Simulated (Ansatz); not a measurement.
# ClF (chlorine monofluoride): the cost of one run

All numbers are computed with Ansatz 0.2.0 through its Python package. Level of theory: PBE0/def2-SVP.

## (1) The system

Bond lengths: F1–Cl2 1.629 Å.

No structure file is read: the coordinates are typed or built in the script.

## (2) Script

The input, clf_dimer.py:

```python
# -*- coding: utf-8 -*-
"""Binding of a ClF dimer at a trial geometry."""

import ansatz

FIRST = [
    ("F", (0.8143, 0.0, 0.0)),
    ("Cl", (-0.8143, 0.0, 0.0)),
]
SECOND = [
    ("F", (-1.0633, -1.1668, -3.1991)),
    ("Cl", (-0.1826, 0.125, -2.7429)),
]

def energy(atoms, ghosts=()):
    molecule = ansatz.Crystal.molecule()
    for symbol, xyz in atoms:
        molecule = molecule.atom(symbol, xyz)
    calc = (
        molecule.calculation()
        .basis(gaussian="def2-SVP")
        .functional("PBE0")
    )
    deck = calc.input()
    if ghosts:
        deck = deck.set(ansatz.key.basis.gaussian.ghost_atoms, [{"symbol": s, "position_ang": list(xyz)} for s, xyz in ghosts])
    return ansatz.Session.from_dict(deck).plan().execute().report["free_energy_ev"]

# monomers in their own basis and in the basis of the dimer
both = energy(FIRST + SECOND)
alone = energy(FIRST) + energy(SECOND)
ghosted = energy(FIRST, SECOND) + energy(SECOND, FIRST)
print(f"dimer {both:.6f} eV")
print(f"interaction, uncorrected   {96.485332 * (both - alone):8.3f} kJ/mol")
print(f"interaction, counterpoise  {96.485332 * (both - ghosted):8.3f} kJ/mol")
print(f"basis-set superposition    {96.485332 * (alone - ghosted):8.3f} kJ/mol")
```

## (3) The input behind the calls

The package turns the script's settings into the engine's input (first run):

```yaml
crystal:
  periodic: [false, false, false]
  atoms:
    - { symbol: F, position_ang: [0.8143, 0.0, 0.0] }
    - { symbol: Cl, position_ang: [-0.8143, 0.0, 0.0] }
    - { symbol: F, position_ang: [-1.0633, -1.1668, -3.1991] }
    - { symbol: Cl, position_ang: [-0.1826, 0.125, -2.7429] }
basis:
  gaussian:
    orbitals: def2-SVP
hamiltonian:
  xc: pbe0
```

## (4) Launch

Launch:

```sh
$ python clf_dimer.py
```

Q: Estimate wall time and peak memory on 1 thread of Arm Neoverse V1, shared host.

About 4.2 s, with a peak of 0.17 GiB.
